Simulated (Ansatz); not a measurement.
fcc Pd was calculated with PBE0 in Ansatz (PAW).

Settings: plane-wave cutoff 460 eV, 14×14×14 k mesh, Fermi–Dirac smearing 0.05 eV, scalar-relativistic PAW data made under PBE.

The volume scan:

```csv
V (Å³/atom),E − E_lowest (meV/atom)
14.171,25.54
14.639,3.84
14.917,0.00
15.290,3.75
15.663,16.38
```

Question: Fit the third-order Birch–Murnaghan equation and give B0 and B′.

Answer: V0 = 14.959 Å³/atom, B0 = 176 GPa, B′ = 5.6 (fit to the energies at full precision).

Measured, for comparison: bulk modulus 195 GPa (zero-point energy and finite temperature contributions removed, our sources range from 187 to 198; as tabulated in doi:10.1021/acs.jctc.3c00612); equilibrium volume per atom 14.56 Å³/atom (static lattice: zero-point anharmonic expansion removed; as tabulated in Mejia-Rodriguez and Trickey (2018), arXiv:1807.09216). Computed (rounded) less measured: bulk modulus -10 % (-6 % to -11 % over the range), equilibrium volume per atom +2.7 %.

Computed values are for the static lattice.

Ansatz is a first-principles code.
